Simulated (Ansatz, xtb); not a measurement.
## Relative energy of two isomers of C3H2P−

We compare a, `C=C=C=[P-]`, a singlet, with b, `[H]/P=C\C#[C-]`, a singlet. Both are isolated ions in the gas phase, relaxed with B3LYP-D3(BJ)/def2-SVPD.

a (Å):

| atom | x (Å) | y (Å) | z (Å) |
| --- | --- | --- | --- |
| C | -1.5843 | -1.3431 | -0.2170 |
| C | -2.1637 | -0.4627 | 0.6078 |
| C | -2.7908 | 0.6776 | 0.8172 |
| P | -3.5641 | 2.0487 | 1.2034 |
| H | -1.1404 | -2.2875 | 0.1319 |
| H | -1.5112 | -1.1823 | -1.3099 |

b (Å):

```yaml
atoms:
  - { symbol: C, position_ang: [-3.0636, -1.2565, -1.7631] }
  - { symbol: C, position_ang: [-2.6162, -0.6194, -0.7720] }
  - { symbol: C, position_ang: [-2.1393, 0.1302, 0.2969] }
  - { symbol: P, position_ang: [-1.3557, -0.3217, 1.7641] }
  - { symbol: H, position_ang: [-2.2747, 1.2227, 0.2173] }
  - { symbol: H, position_ang: [-1.3415, -1.7423, 1.5482] }
```

Quicker runs give these differences E(b) − E(a): GFN2-xTB +24.9 kcal/mol; HF/STO-3G +3.2 kcal/mol (at GFN2-xTB geometries); r2SCAN-D4/def2-SVPD +15.3 kcal/mol (at GFN2-xTB geometries).

Problem. Estimate E(b) − E(a) at the level CCSD(T)/def2-SVPD + ΔMP2/def2-TZVPPD.

Solution. Calculated at CCSD(T)/def2-SVPD + ΔMP2/def2-TZVPPD: E(b) − E(a) = +13.5 kcal/mol, so structure a lies lower.

How the difference moves with the method:

```tsv
level	geometry	E(b) − E(a) (kcal/mol)	departure from the last row (kcal/mol)	job, with rough time for the two
GFN2-xTB	GFN2-xTB	+24.9	+11.5	optimisation, 0.26 s
HF/STO-3G	GFN2-xTB	+3.2	−10.3	single point, 0.74 s
r2SCAN-D4/def2-SVPD	GFN2-xTB	+15.3	+1.9	single point, 7.5 s
B3LYP-D3(BJ)/def2-SVPD	B3LYP-D3(BJ)/def2-SVPD	+13.7	+0.2	optimisation, 92 s
HF/def2-SVPD	B3LYP-D3(BJ)/def2-SVPD	+6.8	−6.6	part of the CCSD(T) run
MP2/def2-SVPD	B3LYP-D3(BJ)/def2-SVPD	+14.0	+0.6	part of the CCSD(T) run
CCSD(T)/def2-SVPD	B3LYP-D3(BJ)/def2-SVPD	+12.4	−1.1	single point
CCSD(T)/def2-SVPD + ΔMP2/def2-TZVPPD	B3LYP-D3(BJ)/def2-SVPD	+13.5		single point, 78 s
```

As drawn, b has 1 P–H, 1 C–C, 1 C≡C in place of 2 C=C, 1 C–H.

None of the levels shown reverses the order. The largest departure from CCSD(T)/def2-SVPD + ΔMP2/def2-TZVPPD is that of GFN2-xTB, 11.5 kcal/mol. The last row adds to CCSD(T) the change of the MP2 difference between the two basis sets, here +1.1 kcal/mol.

With harmonic frequencies from B3LYP-D3(BJ)/def2-SVPD (ideal gas, rigid rotor, one conformer each, 298.15 K, 1 atm): the zero-point term adds −1.0 kcal/mol; ΔH is +12.3 and ΔG +12.5 kcal/mol.

The T1 diagnostic of structures a and b is large, so the coupled-cluster value is less sure. The correlated steps freeze 8 core orbitals. Run with Ansatz 0.2.0, xtb 6.7.1; the last row on 1 thread of Intel(R) Xeon(R) Processor @ 2.50GHz (Skylake/Cascade Lake) on a shared host.
